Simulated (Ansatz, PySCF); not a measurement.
Species: Si2, charge 0, multiplicity 3. 
Structure (B3LYP-D3(BJ)/def2-TZVP (Ansatz, a program for electronic structure) minimum search):
SMILES: [Si]=[Si]
```xyz
2

Si     0.0000     0.0000    -1.1339
Si     0.0000     0.0000     1.1339
```
Charge 0, spin multiplicity 3.

Total electronic energies in hartree. Cores are frozen in the correlated levels unless marked. UHF or UKS for open shells. No spin-orbit coupling. No relativistic terms. CBS marks a two-point X^-3 extrapolation of the correlation energy; Hartree-Fock from the larger set (for Q and 5 zeta extrapolated as (X+1)exp(-9√X)).

```json
[
 {"level": "BLYP-D3(BJ)/def2-TZVPD", "program": "Ansatz + dftd3", "energy (Eh)": "-578.88236"},
 {"level": "revPBE/def2-TZVPD", "program": "Ansatz", "energy (Eh)": "-578.75546"},
 {"level": "r2SCAN-D4/def2-TZVPD", "program": "Ansatz + dftd4", "energy (Eh)": "-578.80777"},
 {"level": "BHLYP-D4/def2-TZVPD", "program": "Ansatz + dftd4", "energy (Eh)": "-578.86838"},
 {"level": "CAM-B3LYP/def2-TZVPD", "program": "PySCF", "energy (Eh)": "-578.86880"},
 {"level": "B2PLYP-D3(BJ)/def2-TZVPD", "program": "Ansatz + dftd3", "energy (Eh)": "-578.62603"},
 {"level": "MP2/cc-pVTZ", "program": "Ansatz", "energy (Eh)": "-577.93545"},
 {"level": "MP2/def2-QZVPP", "program": "Ansatz", "energy (Eh)": "-577.95405"},
 {"level": "CCSD(T)/CBS(cc-pV(Q+d)Z,cc-pV(5+d)Z)", "program": "Ansatz", "energy (Eh)": "-578.0010"}
]
```

Totals of different functionals don't rank their quality; only differences between species are comparable.
